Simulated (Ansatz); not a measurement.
Basis sets over 7 cases of the optimised length of bonds to hydrogen at MP2 with Ansatz (Al to Cl present), each against its own reference: (a) the value in aug-cc-pV5Z; (b) the value in aug-cc-pVQZ; (c) the value in aug-pcseg-3; (d) the value in def2-QZVPP; (e) the value in pcseg-4 (pcseg sets are built for DFT). By their distance from other large sets or by the extrapolation step the references are unsure by up to roughly 0.0006 Å and lie short of the limit. Each level at its own minimum; frozen cores; unrestricted open shells; no added dispersion term; no relativity. Cartesian d functions in some cases of 6-31G*, 6-311G**, 6-311+G**. (X+d) sets on Al to Cl for cc-pVXZ and aug-cc-pVXZ. Core-valence sets carry the plain set on hydrogen. 

Cases are drawn at random; left out are references unsure by over 0.0017 Å, doubtful singlets, and cases whose largest runs show a restricted determinant unstable towards unrestricted orbitals, <S^2> over 0.1 too high or, where CCSD(T) ran, T1 over 0.025 (0.045 for open shells). Sets are drawn from those converged to one state in every case.

Cases (SMILES) and reference values:
- Cl (HCl), one Cl-H bond length: 1.2718 Å (a)
- [SiH3] (SiH3), doublet, one Si-H bond length: 1.4743 Å (b)
- [CH](Cl)Cl, doublet, one C-H bond length: 1.0757 Å (d)
- ClO (OH-Cl), one O-H bond length: 0.9655 Å (c)
- S (H2S), one S-H bond length: 1.3324 Å (e)
- P (PH3), one P-H bond length: 1.4085 Å (b)
- [SH] (SH), doublet, one S-H bond length: 1.3356 Å (a)

```
basis              functions over def2-SVP (largest species, mean of cases)  mean signed deviation (Å)  mean absolute  largest  within 0.005 Å
-----------------  --------------------------------------------------------  -------------------------  -------------  -------  --------------
6-31G*                                                                  0.9                     0.0083         0.0083   0.0129          0 of 7
def2-SVP                                                                1.0                     0.0071         0.0071   0.0147          2 of 7
cc-pVDZ                                                                 1.2                     0.0101         0.0101   0.0169          0 of 7
6-311G**                                                                1.4                     0.0015         0.0019   0.0044          7 of 7
6-311+G**                                                               1.6                     0.0016         0.0017   0.0049          7 of 7
aug-cc-pVDZ                                                             1.8                     0.0116         0.0116   0.0150          0 of 7
def2-TZVP                                                               1.8                     0.0035         0.0035   0.0052          6 of 7
pcseg-2                                                                 2.2                    -0.0020         0.0020   0.0029          7 of 7
cc-pVTZ                                                                 2.3                     0.0003         0.0006   0.0010          7 of 7
def2-TZVPP                                                              2.5                    -0.0004         0.0006   0.0019          7 of 7
jun-cc-pV(T+d)Z                                                         2.7                     0.0008         0.0009   0.0027          7 of 7
6-311++G(3df,3pd)                                                       2.9                    -0.0001         0.0004   0.0009          7 of 7
def2-TZVPPD                                                             3.0                     0.0003         0.0005   0.0014          7 of 7
cc-pCVTZ                                                                3.1                     0.0004         0.0007   0.0010          7 of 7
aug-cc-pVTZ                                                             3.5                     0.0014         0.0014   0.0030          7 of 7
cc-pVQZ                                                                 4.3                    -0.0002         0.0002   0.0006          7 of 7
```

Among the sets for which every case ran a larger relative (same family, alike in diffuse functions, listed or not), the smallest listed that holds all cases within 0.005 Å together with them is 6-311+G**, at 1.6 times the functions of def2-SVP. Inside, though some case ran no larger relative to test it: 6-311G**, pcseg-2, 6-311++G(3df,3pd), def2-TZVPPD, cc-pCVTZ, aug-cc-pVTZ, cc-pVQZ. Largest deviations of relatives not listed, over the cases that ran them: 6-311++G(2d,2p) 0.0016, def2-QZVP 0.0006, pcseg-3 0.0007, def2-QZVPPD 0.0006, cc-pV5Z 0.0003, aug-cc-pV5Z 0.0000, def2-QZVPP 0.0006, aug-cc-pVQZ 0.0007, pcseg-4 0.0001 Å. A case lies within its reference's uncertainty of the window's edge in def2-SVP, 6-311+G**, def2-TZVP. These figures hold for the cases listed.

Ansatz is a first-principles code.
